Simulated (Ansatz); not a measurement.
Results of r²SCAN+rVV10 (plane waves, PAW; Ansatz, a first-principles code) for C (P6₃/mmc, No. 194, 4 atoms in the cell; start mp-47).

Run with plane-wave cutoff 500 eV, 18×18×10 k mesh (along the axes of the cell as run), Fermi–Dirac smearing 0.05 eV, scalar-relativistic PAW data made under PBE.

Cell (relaxed at this level):

C is modelled in the hexagonal space group P6₃/mmc (No. 194), Pearson symbol hP4. Lattice parameters: a = b = 2.5014 Å, c = 4.1665 Å, α = β = 90.00°, γ = 120.00°. C on 4f is coordinated by 4 C at 1.536–1.560 Å (tetrahedral). (Neighbours: up to the widest gap in distance over summed covalent radii, below 1.35, at either atom.)

**Question.** Give the computed band gap.

**Answer.** 
- band gap: 3.53 eV (on the SCF k mesh)

Note: the relaxation could not lower the start's symmetry, so the cell can be a saddle point above a distorted one.

Computed values are for the static lattice.

Cost on a shared machine: around 50 core-seconds (rough).

A start named mp-… is a Materials Project structure, which need not be a measured phase.
